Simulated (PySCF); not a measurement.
**Working out the ionisation energy of Ar**

Ar [Ar] (1S) → Ar+ [Ne] 3s2 3p5 (2P). Calculation: PySCF 2.14, in aug-cc-pCVTZ-DK; the spin-free X2C one-electron Hamiltonian (Gaussian nucleus). Frozen: nothing. Energies in hartree (1 hartree = 27.21139 eV):

```
            part   Ar (lower)  Ar+ (upper)
             UHF  -528.621686  -528.087392
CCSD correlation    -0.575459    -0.538372
             (T)    -0.009981    -0.007807
```

**Question.** What does Hartree-Fock give?

**Answer.** (-528.087392) − (-528.621686) = 0.534294 hartree = 14.539 eV.

**Question.** What do CCSD and CCSD(T) give?

**Answer.** The CCSD correlation energies differ by 0.037087 hartree = 1.009 eV and the triples by 0.002174 hartree = 0.059 eV, so CCSD gives 15.548 eV and CCSD(T) 15.607 eV.

Measured between the centres of the two terms (NIST): 15.819 eV, so CCSD(T) (all electrons) is off by -0.212 eV.

What remains against the reference includes basis incompleteness and higher excitations.
